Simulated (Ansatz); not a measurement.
Process, species as SMILES: FOF + H+ → F[OH+]F
B3LYP-D3(BJ)/def2-TZVP geometries, fixed; electronic energies without zero-point terms; positive where energy is released.

The proton affinity at CCSD(T) with Ansatz (a first-principles code), in kcal/mol, split into its Hartree-Fock and correlation parts. Cores are frozen. A restricted Hartree-Fock determinant is unstable towards unrestricted orbitals. The proton sits at the site shown, which need not be the one that binds it best. No added dispersion term, no relativity. Functions are those of the species that has most.

| basis | X | functions | Hartree-Fock | CCSD(T) |
|---|---|---|---|---|
| aug-cc-pVDZ | 2 | 78 | 112.07 | 113.56 |
| aug-cc-pVTZ | 3 | 161 | 114.44 | 115.00 |
| aug-cc-pVQZ | 4 | 286 | 114.84 | 114.60 |

Worked estimate of the basis-set limit from each neighbouring pair, with Hartree-Fock from the larger set and the correlation part extrapolated as X^-3.
Correlation parts: X = 2: 1.49, X = 3: 0.56, X = 4: -0.24.
- (2,3): (27·(0.56) - 8·(1.49))/19 = 0.17; with Hartree-Fock 114.44 the estimate is 114.61 kcal/mol.
- (3,4): (64·(-0.24) - 27·(0.56))/37 = -0.82; with Hartree-Fock 114.84 the estimate is 114.02 kcal/mol.
The last two estimates differ by 0.59 kcal/mol; the largest set lies 0.58 from the last. Over the last step Hartree-Fock moves by 0.40 and the correlation part by -0.80.
